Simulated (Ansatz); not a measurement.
A displaced shape of singlet N2:

```yaml
atoms:
  - { symbol: N, position_ang: [0.0250, -0.0127, -0.5075] }
  - { symbol: N, position_ang: [-0.0010, -0.0490, 0.5392] }
```

It was optimised with HF/def2-SVP in Ansatz (development build ahead of 0.2.0) to forces under 0.001 eV/Å, with restricted orbitals. Each step stands on the lowest determinant of that kind that the program's search found.

Q: What shape does it relax to, and how does the optimisation go?

A:

```xyz
2

N     0.0253   -0.0122   -0.5204
N    -0.0013   -0.0495    0.5521
```

Bond lengths: N1–N2 1.074 Å.

```
step  E − E(start) (eV)  largest force (eV/Å)
   1             0.0000                5.6706
   2            -0.0554                2.4630
   3            -0.0714                0.1180
   4            -0.0715                0.0035
   5            -0.0715                0.0000
```

The optimisation ended after 5 steps with its threshold met.
